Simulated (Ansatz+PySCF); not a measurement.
## doublet CH4S(+): levels of theory in one basis

```xyz
6

C    -1.1997    0.0213    0.0218
H    -1.6751    0.9746    0.2050
H    -1.7269   -0.9103   -0.1296
S     0.5473   -0.0787   -0.0794
H     0.8613    1.2401   -0.1711
H     0.9125   -0.1684    1.2387
```

Basis set: cc-pVTZ on H, C; cc-pV(T+d)Z on S (spherical functions). Left uncorrelated: 6 orbitals. Correlation on ROHF uses semicanonical orbitals with singles. Charge 1, multiplicity 2.

Computed with Ansatz (development build ahead of 0.2.0) and PySCF 2.14.0; each method stands on the lowest determinant of its kind that the runs found.

```tsv
method	E − E(ROHF) (eV)	<S²> of the determinant
ROHF	0.00	0.75
UHF	-0.14	0.77
ROHF-MP2	-8.82	–
UHF-MP2	-8.80	0.77
```
